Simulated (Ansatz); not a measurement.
We consider 1T (CdI2-type) ZrSe₂, described by HSE06 (plane waves, PAW; Ansatz, a quantum-chemistry and plane-wave program).

Numerical settings: plane-wave cutoff 500 eV, 12×12×4 k mesh (along the axes of the cell as run), Fermi–Dirac smearing 0.05 eV, scalar-relativistic PAW data made under PBE.

Cell (relaxed at this level):

```cif
data_Se2Zr
_chemical_formula_sum 'Zr1 Se2'
_space_group_name_H-M_alt 'P 1'
_space_group_IT_number 1
_cell_length_a 3.79140
_cell_length_b 3.79140
_cell_length_c 6.77018
_cell_angle_alpha 90.000
_cell_angle_beta 90.000
_cell_angle_gamma 120.000
loop_
_space_group_symop_operation_xyz
  'x, y, z'
loop_
_atom_site_label
_atom_site_type_symbol
_atom_site_fract_x
_atom_site_fract_y
_atom_site_fract_z
_atom_site_occupancy
Zr1 Zr 0.00000 0.00000 0.00000 1
Se1 Se 0.33333 0.66667 0.23089 1
Se2 Se 0.66667 0.33333 0.76911 1
```

**Question.** Predict the band gap.

**Answer.** 
- band gap = 1.10 eV (on the SCF k mesh)

Measured, for comparison: band gap 1.18 eV (temperature not stated, not corrected to a static lattice, fundamental, indirect, our sources range from 0.90 to 1.20; as tabulated in Rybak et al. (2022), arXiv:2210.12074).

Note: exact exchange on metals is sensitive to the k mesh and can open a false gap; the cell comes from a level without a dispersion term, which matters for the spacing of layers, chains or molecules; the cell has widely spaced layers and the level no dispersion term, so their spacing and the moduli can rest on weak binding.

Spin–orbit coupling is not included.

The computed numbers hold no vibrational or temperature effects.
